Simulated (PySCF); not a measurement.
Molecule: `InChI=1S/C2H4O3S/c1-2-6(3,4)5/h2H,1H2,(H,3,4,5)`.

Bonds (- single, = double, # triple, : aromatic): C1=C2 1.329 Å, C2-S3 1.762 Å, S3=O4 1.452 Å, S3=O5 1.442 Å, S3-O6 1.624 Å. C1 carries H7, H8; C2 carries H9; O6 carries H10. H7 is cis to S3; H8 is trans to S3.

Geometry PBE0-D3(BJ)/def2-SVP throughout; GIAO in PySCF 2.14, gas phase, one conformer, non-relativistic; equivalent atoms averaged; functional PBE0.

For orientation, pcSseg-2 gives these absolute shieldings σ: C2 35.4, C1 45.4, S3 161.2, O4/O5 100.7, O6 113.8, H9 24.41, H7 24.50, H8 25.09, H10 26.73 ppm.

A run gave: C2 35.1, C1 47.1, S3 173.3, O4/O5 93.9, O6 109.3, H9 24.49, H7 24.62, H8 25.26, H10 26.87 ppm (absolute shieldings σ).

Question: Which basis set was used in that run?
A. cc-pVDZ
B. IGLO-III
C. pcSseg-0
D. cc-pVTZ

Answer: B. C2 tells them apart best: IGLO-III gives 35.1, pcSseg-0 gives 41.6, cc-pVDZ gives 58.1, cc-pVTZ gives 44.4 ppm.
